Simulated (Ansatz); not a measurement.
Two isomers of C5H10: A = `C/C=C\CC`, B = `C=CCCC`.

Calculated with Ansatz (gas phase, PBE0-D4/def2-TZVP geometries, no zero-point term in ΔE). CBS: MP2 limit from def2 TZ/QZ plus the TZ coupled-cluster correction, frozen cores. Functionals use def2-TZVPP. B3LYP here is the variant with VWN-RPA as its local correlation; programs differ in this. One conformer a species, not always the lowest.

Q: Which isomer does CCSD(T)/CBS put lower? Give the gap. (An estimate is asked.)

A: The calculation gave: A, by 3.8 kJ/mol.

Q: Give E(B) − E(A) in kJ/mol with PBE-D4, CCSD(T)/def2-SVP, B3LYP-D4, LDA (SPW92), CCSD/def2-TZVPP, r2SCAN-D4, B3LYP. (Estimate.)

A: Computed: PBE-D4 9.0, CCSD(T)/def2-SVP 3.4, B3LYP-D4 7.2, LDA (SPW92) 10.7, CCSD/def2-TZVPP 3.3, r2SCAN-D4 7.1, B3LYP 6.4. None reverses the order clearly.

Largest T1 diagnostic: 0.009.

Leaving LDA and LC-ωPBE aside and taking each functional with its dispersion term where it has one, the values, not all of them listed here, spread over 4.2 kJ/mol, from ωB97M-V to PBE-D4.
